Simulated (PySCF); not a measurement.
**O2 (oxygen): a chain of runs**

We compute a series of 20 runs (UPBE0-D4/def2-TZVP, UCCSD(T)/def2-TZVPP, URI-MP2/def2-QZVPP, UPBE-D4/def2-TZVPP, U-r2SCAN-D4/def2-TZVPP, UB3LYP-D4/def2-TZVPP, UPBE0-D4/def2-TZVPP, U-wB97M-V/def2-TZVPP, and more) of O2. Input form: a Python script.

Program for the calculation: PySCF 2.14.0.

### 1 The structure to begin with

O2 has 2 atoms, charge 0, and is taken as a triplet. SMILES: `O=O`. All atoms were displaced at random from a relaxed shape. The run starts from this shape.

Bond lengths: O1–O2 1.181 Å.

### 2 A geometry optimisation at UPBE0-D4/def2-TZVP (density fitting with def2-universal-jkfit) (run 1)

start.xyz

```xyz
2

O      0.535732    -0.201232     0.220759
O     -0.504718     0.141062    -0.221601
```

calc.py

```python
from pyscf import gto, dft
from pyscf.geomopt.geometric_solver import kernel as optimise

molecule = gto.M(
    atom='start.xyz',
    spin=2,
    verbose=3,
    basis='def2-tzvp',
    max_memory=1860,
)

mf = dft.UKS(molecule)
mf.xc = 'pbe0'
mf = mf.density_fit(auxbasis='def2-universal-jkfit')
mf.max_cycle = 100
mf.grids.level = 4
mf.disp = 'd4'
mf.conv_tol = 1e-09
converged, mol_eq = optimise(mf, maxsteps=100)
print('converged:', converged)
print(mol_eq.tostring())

mf.reset(mol_eq)
molecule = mol_eq
mf.kernel()
energy = mf.e_tot
print('E = %.10f Eh' % energy)
```

Command:

```sh
OMP_NUM_THREADS=1 python calc.py
```

Output:

```text
maxiter                   100
----------------------------------------------------------
Custom engine selected.
Bonds will be generated from interatomic distances less than 1.20 times sum of covalent radii
6 internal coordinates being used (instead of 6 Cartesians)
Internal coordinate system (atoms numbered from 1):
Distance 1-2
Translation-X 1-2
Translation-Y 1-2
Translation-Z 1-2
Rotation-A 1-2
Rotation-B 1-2
Rotation-C 1-2
> ===== Optimization Info: ====
> Job type: Energy minimization
> Maximum number of optimization cycles: 100
> Initial / maximum trust radius (Angstrom): 0.100 / 0.300
> Convergence Criteria:
> Will converge when all 5 criteria are reached:
>  |Delta-E| < 1.00e-06
>  RMS-Grad  < 3.00e-04
>  Max-Grad  < 4.50e-04
>  RMS-Disp  < 1.20e-03
>  Max-Disp  < 1.80e-03
> === End Optimization Info ===

Geometry optimization cycle 1
Cartesian coordinates (Angstrom)
 Atom        New coordinates             dX        dY        dZ
   O   0.535732  -0.201232   0.220759    0.000000  0.000000  0.000000
   O  -0.504718   0.141062  -0.221601    0.000000  0.000000  0.000000

WARN: Mole.unit (angstrom) is changed to Bohr

WARN: HOMO -0.235714587881644 >= LUMO -0.235714590240412

converged SCF energy = -150.235612594556  <S^2> = 2.0092645  2S+1 = 3.00617
--------------- DFUKS_Scanner gradients ---------------
         x                y                z
0 O    -0.0178080816     0.0058601856    -0.0075698731
1 O     0.0178080816    -0.0058601856     0.0075698731
----------------------------------------------
cycle 1: E = -150.235612595  dE = -150.236  norm(grad) = 0.0285927
Step    0 : Gradient = 2.022e-02/2.022e-02 (rms/max) Energy = -150.2356125946
Hessian Eigenvalues: 5.00000e-02 5.00000e-02 5.00000e-02 ... 5.00000e-02 5.00000e-02 1.14831e+00

Geometry optimization cycle 2
Cartesian coordinates (Angstrom)
 Atom        New coordinates             dX        dY        dZ
   O   0.539837  -0.202619   0.222470    0.004105 -0.001387  0.001711
   O  -0.508823   0.142449  -0.223312   -0.004105  0.001387 -0.001711
converged SCF energy = -150.235822374146  <S^2> = 2.0094186  2S+1 = 3.0062725
--------------- DFUKS_Scanner gradients ---------------
         x                y                z
0 O    -0.0033386734     0.0011001972    -0.0014177942
1 O     0.0033386734    -0.0011001972     0.0014177942
----------------------------------------------
cycle 2: E = -150.235822374  dE = -0.00020978  norm(grad) = 0.00536047
Step    1 : Displace = 4.659e-03/4.659e-03 (rms/max) Trust = 1.000e-01 (=) Grad = 3.790e-03/3.790e-03 (rms/max) E (change) = -150.2358223741 (-2.098e-04) Quality = 1.179
Hessian Eigenvalues: 4.99999e-02 5.00000e-02 5.00000e-02 ... 5.00000e-02 5.00000e-02 9.33028e-01

Geometry optimization cycle 3
Cartesian coordinates (Angstrom)
 Atom        New coordinates             dX        dY        dZ
   O   0.540786  -0.202978   0.222831    0.000949 -0.000358  0.000361
   O  -0.509772   0.142808  -0.223673   -0.000949  0.000358 -0.000361
converged SCF energy = -150.235830354016  <S^2> = 2.009454  2S+1 = 3.006296
--------------- DFUKS_Scanner gradients ---------------
         x                y                z
0 O    -0.0001316766     0.0000449260    -0.0000544938
1 O     0.0001316766    -0.0000449260     0.0000544938
----------------------------------------------
cycle 3: E = -150.235830354  dE = -7.97987e-06  norm(grad) = 0.000211313
Step    2 : Displace = 1.075e-03/1.075e-03 (rms/max) Trust = 1.414e-01 (+) Grad = 1.494e-04/1.494e-04 (rms/max) E (change) = -150.2358303540 (-7.980e-06) Quality = 1.036
Hessian Eigenvalues: 4.99963e-02 5.00000e-02 5.00000e-02 ... 5.00000e-02 5.00000e-02 8.96282e-01

Geometry optimization cycle 4
Cartesian coordinates (Angstrom)
 Atom        New coordinates             dX        dY        dZ
   O   0.540827  -0.203031   0.222812    0.000041 -0.000053 -0.000019
   O  -0.509813   0.142861  -0.223654   -0.000041  0.000053  0.000019
converged SCF energy = -150.235830366322  <S^2> = 2.0094554  2S+1 = 3.006297
--------------- DFUKS_Scanner gradients ---------------
         x                y                z
0 O    -0.0000007823     0.0000015288     0.0000008489
1 O     0.0000007823    -0.0000015288    -0.0000008489
----------------------------------------------
cycle 4: E = -150.235830366  dE = -1.23057e-08  norm(grad) = 2.70914e-06
Step    3 : Displace = 4.415e-05/4.415e-05 (rms/max) Trust = 2.000e-01 (+) Grad = 1.916e-06/1.916e-06 (rms/max) E (change) = -150.2358303663 (-1.231e-08) Quality = 0.970
Hessian Eigenvalues: 4.99963e-02 5.00000e-02 5.00000e-02 ... 5.00000e-02 5.00000e-02 8.96282e-01
Converged! =D

converged: True
O           0.54082704       -0.20303060        0.22281185
O          -0.50981304        0.14286060       -0.22365385

WARN: HOMO -0.238587392509457 >= LUMO -0.238587399976448

converged SCF energy = -150.235830366329  <S^2> = 2.0094554  2S+1 = 3.006297
E = -150.2358303663 Eh
```

Run time: 15 s. Hardware: 1 thread of Arm Neoverse V1, shared host; peak memory 0.55 GiB.

The path in brief:

```
step  energy from the first frame kept (eV)  largest force (eV/Å)
   0                                 0.0000                1.0397
   1                                -0.0057                0.1949
   2                                -0.0059                0.0077
   3                                -0.0059                0.0001
```

After the run. Bond lengths: O1–O2 1.193 Å.

### 3 Vibrational wavenumbers at UPBE0-D4/def2-TZVP (density fitting with def2-universal-jkfit) (run 2)

geometry.xyz

```xyz
2
O2
O      0.000000     0.000000    -0.596410
O      0.000000     0.000000     0.596410
```

input.py

```python
from pyscf import gto, dft, symm
from pyscf.hessian import thermo

mol = gto.M(
    atom='geometry.xyz',
    max_memory=1860,
    verbose=3,
    spin=2,
    basis='def2-tzvp',
)

myscf = dft.UKS(mol)
myscf.xc = 'pbe0'
myscf = myscf.density_fit(auxbasis='def2-universal-jkfit')
myscf.disp = 'd4'
myscf.conv_tol = 1e-09
myscf.grids.level = 4
myscf.max_cycle = 100
myscf.kernel()

e_final = myscf.e_tot
print(f'total energy: {e_final:.8f} hartree')
hess = myscf.Hessian().kernel()
modes = thermo.harmonic_analysis(mol, hess)
thermo.dump_normal_mode(mol, modes)
symm.geom.TOLERANCE = 1e-3  # for the symmetry number
th = thermo.thermo(myscf, modes['freq_au'], 298.15, 101325)
thermo.dump_thermo(mol, th)
```

Command:

```sh
OMP_NUM_THREADS=1 python input.py
```

Output:

```text
WARN: HOMO -0.238587691453424 >= LUMO -0.238587691453422

converged SCF energy = -150.23583036971  <S^2> = 2.0094554  2S+1 = 3.006297
total energy: -150.23583037 hartree

WARN: DFTD4 does not support analytical Hessian, using finite difference.

WARN: Mole.unit (angstrom) is changed to Bohr

Mode                                 0
Irrep
Freq [cm^-1]                     1713.6986
Reduced mass [au]                  15.9990
Force const [Dyne/A]               27.6829
Char temp [K]                    2465.6308
Normal mode                   x     y     z
       0   O                 0.00  0.00 -0.18
       1   O                 0.00  0.00  0.18
temperature 298.1500 [K]
pressure 101325.00 [Pa]
Rotational constants [GHz] inf 44.40220 44.40220
Symmetry number 2
Zero-point energy (ZPE) 0.00390 [Eh]   10250.194 [J/mol]
                           tot       elec      trans        rot        vib
Entropy [J/mol/K]       204.756      9.134    151.969     43.633      0.020
Cv [J/mol/K]             20.932      0.000     12.472      8.314      0.146
Cp [J/mol/K]             29.246      0.000     20.786      8.314      0.146
Internal energy [J/mol]                      3718.434   2478.956  10255.446
Internal energy [Eh]   -150.22956  -150.23583
Enthalpy [J/mol]                             6197.391   2478.956  10255.446
Enthalpy [Eh]          -150.22862
Gibbs free energy [J/mol]                  -39112.055 -10530.289  10249.559
Gibbs free energy [Eh] -150.25187
```

It took 24 s on 1 thread of Arm Neoverse V1, shared host; peak memory 0.89 GiB.

Runs 3 to 13 aren't shown in full; the table further down has their settings and results.

### 4 A single-point energy at UHF/STO-3G (run 14)

calc.py

```python
# O=O
from pyscf import gto, scf

mol = gto.M(
    atom='''
O        0.540827      -0.203031       0.222812
O       -0.509813       0.142861      -0.223654
''',
    basis='sto-3g',
    max_memory=1860,
    spin=2,
    charge=0,
    verbose=3,
)

calc0 = scf.UHF(mol)
calc0.conv_tol = 1e-10
calc0.kernel()
if not calc0.converged:
    calc0 = calc0.newton().run(calc0.mo_coeff, calc0.mo_occ)

e_tot = calc0.e_tot
print(f'total energy: {e_tot:.8f} hartree')
```

Command:

```sh
OMP_NUM_THREADS=1 python calc.py
```

Output:

```text
WARN: HOMO -0.122556732616159 >= LUMO -0.122556732616163

converged SCF energy = -147.632705062002  <S^2> = 2.0034068  2S+1 = 3.0022703
total energy: -147.63270506 hartree
```

It took 0.71 s on 1 thread of Arm Neoverse V1, shared host; peak memory 0.099 GiB.

Runs 15 to 19 aren't shown in full; the table further down has their settings and results.

### 5 The doublet cation: the energy at UB3LYP/6-31G(d) (spherical functions) (run 20)

run.py

```python
from pyscf import gto, dft

mol = gto.Mole()
mol.atom = 'O 0.540827 -0.203031 0.222812; O -0.509813 0.142861 -0.223654'
mol.max_memory = 1860
mol.basis = '6-31g*'
mol.spin = 1
mol.verbose = 3
mol.charge = 1
mol.build()

calc0 = dft.UKS(mol)
calc0.xc = 'b3lyp'
calc0.grids.level = 5
calc0.conv_tol = 1e-10
calc0.kernel()
if not calc0.converged:
    calc0 = calc0.newton().run(calc0.mo_coeff, calc0.mo_occ)

etot = calc0.e_tot
print('Final energy', etot)
```

Command:

```sh
OMP_NUM_THREADS=1 python run.py
```

Output:

```text
converged SCF energy = -149.84529376379  <S^2> = 0.75248244  2S+1 = 2.0024809
Final energy -149.8452937637896
```

Run time: 2.5 s. Hardware: 1 thread of Arm Neoverse V1, shared host; peak memory 0.2 GiB.

### 6 The series

```
run                                                           level         task  optimizer  partner  energy (Eh)  dipole moment (D) of the reference  HOMO energy (eV)  LUMO energy (eV)  wall time
  1  UPBE0-D4/def2-TZVP (density fitting with def2-universal-jkfit)     optimise  geomeTRIC     base  -150.235830                                0.00             -8.84             -2.71       15 s
  2  UPBE0-D4/def2-TZVP (density fitting with def2-universal-jkfit)  frequencies          –     base  -150.235830                                0.00             -8.84             -2.71       24 s
  3                                             UCCSD(T)/def2-TZVPP       energy          –     base  -150.134363                                0.00            -15.02              2.96       15 s
  4  URI-MP2/def2-QZVPP (density fitting with def2-universal-jkfit)       energy          –     base  -150.156544                                0.00            -15.02              2.85      1.4 s
  5                                              UPBE-D4/def2-TZVPP       energy          –     base  -150.248235                                0.00             -6.61             -4.29      4.8 s
  6                                          U-r2SCAN-D4/def2-TZVPP       energy          –     base  -150.323922                                0.00             -7.27             -3.82       11 s
  7                                            UB3LYP-D4/def2-TZVPP       energy          –     base  -150.390017                                0.00             -8.53             -3.23      5.4 s
  8                                             UPBE0-D4/def2-TZVPP       energy          –     base  -150.235828                                0.00             -8.84             -2.71      5.1 s
  9                                            U-wB97M-V/def2-TZVPP       energy          –     base  -150.350614                                0.00            -11.20             -0.30       16 s
 10                                              UB2PLYP/def2-TZVPP       energy          –     base  -150.298213                                0.00            -11.17             -0.69      5.4 s
 11                                               USVWN5/def2-TZVPP       energy          –     base  -149.329787                                0.00             -6.75             -4.68      3.3 s
 12                                              UM06-2X/def2-TZVPP       energy          –     base  -150.327159                                0.00            -10.81             -1.36       11 s
 13                             UB3LYP/6-31G* (spherical functions)       energy          –     base  -150.315892                                0.00             -8.17             -2.84      2.7 s
 14                                                      UHF/STO-3G       energy          –     base  -147.632705                                0.00            -11.15              7.56     0.71 s
 15                                             UCCSD(T)/def2-TZVPP       energy          –   cation  -149.688132                                   –            -27.80            -11.63       15 s
 16                                              UPBE-D4/def2-TZVPP       energy          –   cation  -149.791895                                   –            -18.62            -18.36      4.8 s
 17                                            UB3LYP-D4/def2-TZVPP       energy          –   cation  -149.916143                                   –            -20.77            -17.34      5.1 s
 18                                             UPBE0-D4/def2-TZVPP       energy          –   cation  -149.763606                                   –            -21.08            -16.93      5.1 s
 19                                            U-wB97M-V/def2-TZVPP       energy          –   cation  -149.885547                                   –            -23.39            -14.19       15 s
 20                             UB3LYP/6-31G* (spherical functions)       energy          –   cation  -149.845294                                   –            -20.83            -17.46      2.5 s
```

### 7 Results

```
                                                                quantity          value
                                    doublet cation, run 20: total energy  -149.84529 Eh
              doublet cation, run 20: HOMO energy (highest over α and β)      -20.83 eV
               doublet cation, run 20: LUMO energy (lowest over α and β)      -17.46 eV
                                            doublet cation, run 20: ⟨S²⟩          0.752
 vertical ionisation energy (to the doublet cation), UCCSD(T)/def2-TZVPP      12.143 eV
  vertical ionisation energy (to the doublet cation), UPBE-D4/def2-TZVPP      12.418 eV
vertical ionisation energy (to the doublet cation), UB3LYP-D4/def2-TZVPP      12.895 eV
 vertical ionisation energy (to the doublet cation), UPBE0-D4/def2-TZVPP      12.850 eV
vertical ionisation energy (to the doublet cation), U-wB97M-V/def2-TZVPP      12.655 eV
       vertical ionisation energy (to the doublet cation), UB3LYP/6-31G*      12.806 eV
```

**Reading.** At UCCSD(T)/def2-TZVPP: removing an electron at fixed nuclei costs 12.14 eV (1172 kJ/mol). At UPBE-D4/def2-TZVPP: the vertical ionisation energy comes to 12.42 eV (1198 kJ/mol). At UB3LYP-D4/def2-TZVPP: the vertical ionisation energy comes to 12.89 eV (297 kcal/mol). At UPBE0-D4/def2-TZVPP: the vertical ionisation energy comes to 12.85 eV (296 kcal/mol). At U-wB97M-V/def2-TZVPP: removing an electron at fixed nuclei costs 12.66 eV (1221 kJ/mol). At UB3LYP/6-31G*: the vertical ionisation energy comes to 12.81 eV (295 kcal/mol). Totals of different functionals can't be ranked against each other. In run 14 the basis is minimal, so the values are rough. All runs together took 2.8 min, the longest 24 s.
